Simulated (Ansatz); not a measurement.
Born–Oppenheimer molecular dynamics of CH3FS (6 atoms, charge 0, multiplicity 1). It goes on from the last frame of an earlier run, with new velocities.

All numbers below come from Ansatz 0.2.0, RKS PBE-D4/def2-SVP.

```json
{
 "ensemble": "NVT, Nosé–Hoover chain",
 "time step": "0.5 fs",
 "steps asked": "150",
 "set temperature": "500 K",
 "thermostat": "time constant 3 fs, chain length 1",
 "seed": "764673"
}
```

First frame:

```xyz
6
Properties=species:S:1:pos:R:3
F 0.647 0.131 -1.359
C -0.018 -0.413 -0.286
S -0.795 0.880 0.687
H 0.681 -1.000 0.336
H -0.826 -1.081 -0.674
H 0.369 1.355 1.151
```

(1) How far do the bonds stretch over the last three quarters of this one trajectory? (Pairs bonded in most of those frames.)

## Answers

(1) 
```json
{"bond": "F1–C2", "mean (Å)": "1.389", "spread (Å)": "0.050", "shortest": "1.28", "longest": "1.46"}
{"bond": "C2–S3", "mean (Å)": "1.856", "spread (Å)": "0.060", "shortest": "1.76", "longest": "1.95"}
{"bond": "C2–H4", "mean (Å)": "1.117", "spread (Å)": "0.029", "shortest": "1.07", "longest": "1.17"}
{"bond": "C2–H5", "mean (Å)": "1.118", "spread (Å)": "0.034", "shortest": "1.05", "longest": "1.18"}
{"bond": "S3–H6", "mean (Å)": "1.366", "spread (Å)": "0.030", "shortest": "1.31", "longest": "1.43"}
```

Mean temperature of the second half: 480 K. The conserved energy stayed within 0.82 meV per atom of its start (net change 0.12 meV per atom), so the integration is sound. A run of 0.075 ps of so small a system gives no equilibrium averages.

Run time: 3.1 min on 1 thread of Arm Neoverse N1, with other jobs on the host, peak memory 0.084 GiB.
